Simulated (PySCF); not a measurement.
Compound: oxonium, H3O (charge +1).
Geometry (PBE0-D3(BJ)/def2-SVP, Å), atoms numbered from 1 in this order:
```
atom  x, y, z in Å
O1     0.0074   -0.0028    0.1934
H2    -0.5809   -0.7349   -0.0922
H3    -0.3430    0.8803   -0.0532
H4     0.9370   -0.1331   -0.0936
```

Method: PySCF 2.14.0, density-fitted response routines, TDDFT CAM-B3LYP/def2-SVPD, vertical, gas phase, core orbitals frozen in the response.

Computed singlets:

| state | E (eV) | f |
| --- | --- | --- |
| S1 | 11.46 | 0.041 |
| S2 | 13.71 | 0.012 |
| S3 | 13.71 | 0.012 |
| S4 | 16.35 | 0.0004 |
| S5 | 16.35 | 0.0004 |
| S6 | 16.35 | 0.0001 |
| S7 | 16.83 | 0.163 |
| S8 | 16.83 | 0.163 |
| S9 | 18.13 | 0.155 |
| S10 | 18.52 | 0.042 |

**Question.** Build the mean polarisability up from these states and compare it with the full response value.

**Answer.** Each state adds f / ΔE² (ΔE in hartree, 27.2114 eV).

```csv
state,f/ΔE² (au),running sum (au),running share of α (%)
S1,0.23,0.23,3.5
S2,0.05,0.27,4.2
S3,0.05,0.32,4.9
S4,0.00,0.32,4.9
S5,0.00,0.32,5.0
S6,0.00,0.32,5.0
S7,0.43,0.75,11.5
S8,0.43,1.18,18.1
S9,0.35,1.52,23.4
S10,0.09,1.61,24.8
```

The full response gives 6.50 au (0.96 Å³), so 4.9 au comes from the higher roots of the same equations.

**Question.** By how much does the contribution of these states grow at 1064 nm?

**Answer.** With ω = 0.0428 hartree each state's term in the mean polarisability goes from f / ΔE² to f / (ΔE² − ω²); the sum over all 10 states goes from 1.61 to 1.62 au, a rise of 0.01 au.

A one-level model with all 8 active electrons at a single energy would need ΔE = √(N/α) = 30.2 eV to give this α, against S1 at 11.46 eV.

Hardware: an Arm Neoverse V1 with one thread, shared host. Cost: 2.2 s.
